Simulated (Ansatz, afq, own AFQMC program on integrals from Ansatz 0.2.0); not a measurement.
**CHSi, quartet in cc-pVDZ, levels against CCSDT(Q)**

```xyz
3

Si    0.0000    0.1235    4.6204
C     0.0000   -0.4285   -1.9032
H     0.0000    0.3050   -2.7172
```

Connectivity, by distances: Si ··· CH.

Basis cc-pVDZ. Noble-gas cores (and the filled d shells of Ga–Kr and In–Xe) are frozen. AFQMC by an in-house program on the Cholesky factors that Ansatz 0.2.0 writes for its CCSD(T) run. ph-AFQMC/CISD is guided by a CISD state made of CCSD amplitudes; releasing the constraint for a short imaginary time cuts its bias at the price of noise, slowly where states lie close. Uncertainties: one standard error, sampling alone.

Determinant: UHF, the one that the program's search chose, which needn't be the lowest solution. The geometry is a point of a scan.

No full CI on the walks' own integrals is used here; CCSDT(Q) serves as the reference and is uncertain by about the last step of the cluster series.

Cautions: lower spins were not checked; an unrestricted solution with more broken spin lies lower (92 meV, ⟨S²⟩ 4.10); the released energies are still falling, so no released level is given (meV from the phaseless value at times in 1/Eh: 0 ± 10 at 0.24, -9 ± 10 at 0.51, -10 ± 9 at 0.99, -19 ± 13 at 1.62, -46 ± 12 at 2.40), though the last usable value meets CCSDT(Q) within the noise.

- T1 diagnostic: 0.0096
- weight of the determinant in the CISD state: 0.884
- ⟨S²⟩ of the determinant: 3.768
- size of the correlated space: 9 electrons in 31 orbitals

```
  level  correlation energy (eV)
    MP2                  -3.3739
   CCSD                  -4.5907
CCSD(T)                  -4.6666
```

Question: Estimate where phaseless AFQMC with a CISD trial lies against CCSD(T) on the same integrals.

Answer: 0.2 ± 0.8 kJ/mol above CCSD(T). The gap is under twice the noise, so this walk alone can't tell the two apart.

Reference: CCSDT(Q), correlation energy -4.694 eV.

```json
{"level": "CCSD(T)", "E − E(reference) (kJ/mol)": "2.6", "share of correlation (%)": "99.42"}
{"level": "CCSDT", "E − E(reference) (kJ/mol)": "0.3", "share of correlation (%)": "99.94"}
{"level": "ph-AFQMC/CISD", "E − E(reference) (kJ/mol)": "2.8 ± 0.8", "share of correlation (%)": "99.38"}
```

A walk keeps the symmetry of its determinant, which the program's search chose and which needn't be the lowest solution, so a lower state of the same spin and another symmetry isn't excluded.
